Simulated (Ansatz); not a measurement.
# NH₃ (triplet): the correlation ladder at distance H1–H2 along a hydrogen transfer = 1.109 Å, cc-pVTZ

How much of the correlation energy of NH₃ (triplet) does each wave-function method recover here?

The runs use Ansatz 0.2.0, Gaussian basis; cc-pVTZ, core rule «outside noble gas», up to 1 orbitals frozen.

The runs, in order: UHF; CCSD(T) on ROHF; CCSD(T) on UHF; BCCD(T) on ROHF; CCSDT(Q) on ROHF; CCSDT(Q) on UHF; CASSCF and MRCISD+Q, 4 electrons in 4 orbitals; CASSCF and NEVPT2, 4 electrons in 4 orbitals; CASSCF and MRCISD+Q, 8 electrons in 7 orbitals; CASSCF and NEVPT2, 8 electrons in 7 orbitals.

## (1) What is computed

The geometry derives from fragments relaxed apart (PBE0/def2-TZVP) and kept rigid, so it is no stationary point. A hydrogen atom is moved between rigid fragments.

4 atoms, charge 0, spin multiplicity 3.

Atoms are counted from 1 here; the program's logs count them from 0.

Bond lengths: H2–N3 1.186 Å, N3–H4 1.040 Å. Angles: H2–N3–H4 105.0°.

## (2) UHF

The input, in.yaml:

```yaml
crystal:
  periodic: [false, false, false]
  atoms:
    - {symbol: H, position_ang: [-2.104905, 0.059434, 0.000000]}
    - {symbol: H, position_ang: [-0.995905, 0.059434, 0.000000]}
    - {symbol: N, position_ang: [0.190095, 0.059434, 0.000000]}
    - {symbol: H, position_ang: [0.459177, -0.944792, 0.000000]}
basis:
  gaussian: {orbitals: cc-pVTZ}
magnetization: {spin_polarized: true, initial_magnetization: 2}
hamiltonian: {xc: hf}
output: {orbitals: {seedname: orbitals}}
```

The run is started by

```bash
ansatz run in.yaml --threads 1 --pin off --events-out ev --progress --plain --max-ram 2816MiB --backend cpu
```

Further steps of the session: CCSD(T) on ROHF; CCSD(T) on UHF; BCCD(T) on ROHF; CCSDT(Q) on ROHF; CCSDT(Q) on UHF; CASSCF and MRCISD+Q, 4 electrons in 4 orbitals; CASSCF and NEVPT2, 4 electrons in 4 orbitals; CASSCF and MRCISD+Q, 8 electrons in 7 orbitals; CASSCF and NEVPT2, 8 electrons in 7 orbitals.

Before running them: what should the planned runs give, taken together? Wanted: UCCSDT(Q) below the RHF energy; RMP2 from UCCSDT(Q); UMP2 from UCCSDT(Q); RCCSD from UCCSDT(Q); RCCSD(T) from UCCSDT(Q); UCCSD(T) from UCCSDT(Q); RCCSDT(Q) from UCCSDT(Q); NEVPT2 pair from UCCSDT(Q); MRCISD+Q pair from UCCSDT(Q).

The runs gave:

```
                         quantity                                                   value
   UCCSDT(Q) below the RHF energy                                              -6.4550 eV
              RMP2 from UCCSDT(Q)                                         +18.34 kcal/mol
              UMP2 from UCCSDT(Q)                                         +19.58 kcal/mol
             RCCSD from UCCSDT(Q)                                          +5.13 kcal/mol
          RCCSD(T) from UCCSDT(Q)                                          +0.58 kcal/mol
          UCCSD(T) from UCCSDT(Q)                                          +0.58 kcal/mol
         RCCSDT(Q) from UCCSDT(Q)                                          +0.04 kcal/mol
       NEVPT2 pair from UCCSDT(Q)                                         +16.76 kcal/mol
     MRCISD+Q pair from UCCSDT(Q)                                          +1.71 kcal/mol
    NEVPT2 valence from UCCSDT(Q)                                         +18.93 kcal/mol
levels within 1 kcal/mol (43 meV)  RCCSD(T), UCCSD(T), BCCD(T), RCCSDT, UCCSDT, RCCSDT(Q)
                    T1 diagnostic                                                   0.038
   effectively unpaired electrons                                                    2.02
```

What this shows: RCCSD(T) lands +0.58 kcal/mol from the yardstick (0.4 % of the correlation energy). One determinant dominates. Of the multireference levels listed MRCISD+Q valence comes nearest in total energy (+1.09 kcal/mol), which doesn't show that its space is the better one. These misses are within one basis, not against nature; the frozen cores of restricted and unrestricted runs differ, which can shift their rows.
